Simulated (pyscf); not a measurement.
Structures and frequencies: ωB97X-D3(BJ)/def2-SVP in PySCF.

Problem. How much does it cost (ΔH, 298 K, ωB97M-D3(BJ)/def2-TZVP) to split HS–Nb(Cl)(Cl)(Cl)–Cl (SMILES [SH][Nb]([Cl])([Cl])([Cl])[Cl]) at its Nb–S bond into SH• + [Cl–Nb(Cl)(Cl)–Cl]•?

Solution. Nb–S to SH• + [Cl–Nb(Cl)(Cl)–Cl]•: 1.96 eV. The 7 functionals that were run give +1.96 (ωB97M-D3(BJ)) to +2.47 eV (PBE). The radicals are drawn with the spin at the cut bond; how far it spreads was not checked. Left out: the spin-orbit lowering of SH. Open-shell species with a d-block atom are single-reference here; other states, and whether the spin sits on metal or ligand, were not checked. Elements past Kr carry the def2 core potentials, without spin-orbit coupling.
